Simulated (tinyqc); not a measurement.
Orbital energy against energy difference: ionisation energy by orbital energies and by energy differences in the 6-31g* basis, for HF, spin multiplicity 1. Computed by the program tinyqc with PySCF. Command: `OMP_NUM_THREADS=1 python tinyqc.py 111616 111617 out.jsonl`; one thread of a shared host (Intel(R) Xeon(R) Processor @ 2.60GHz), about 7 s.

Geometry (angstrom):
```
atom       x       y       z
F     0.0000  0.0000  0.0000
H     0.0000  0.0000  0.8270
```

CCSD(T) difference in the same basis = 15.8637 eV

IP-EOM-CCSD = 15.5529 eV

The cation is unrestricted; errors are against CCSD(T) in this basis, not against experiment.

First vertical ionisation energy (eV):
```
method     -e(HOMO)  E(cation) - E  error of -e(HOMO)  error of the difference
HF          17.3791      14.592816             1.5154                  -1.2709
LDA          8.5507      16.524356            -7.3130                   0.6607
PBE          8.4256      16.102812            -7.4381                   0.2391
B3LYP       10.5000      16.171246            -5.3637                   0.3075
PBE0        10.9562      16.053180            -4.9075                   0.1895
CAM-B3LYP   12.4561      16.164629            -3.4076                   0.3009
LC-wPBE     13.8016      16.231692            -2.0621                   0.3680
```

Koopmans errs by +1.52 eV and Delta-HF by -1.27 eV: relaxation, 2.79 eV, lowers the value and the missing correlation difference works against it. The PBE level is off by -7.4 eV through the wrong tail of its potential, though its energy difference is off by +0.24 eV; exact exchange deepens the level, and among the orbital energies HF comes closest; among the differences PBE0 does.
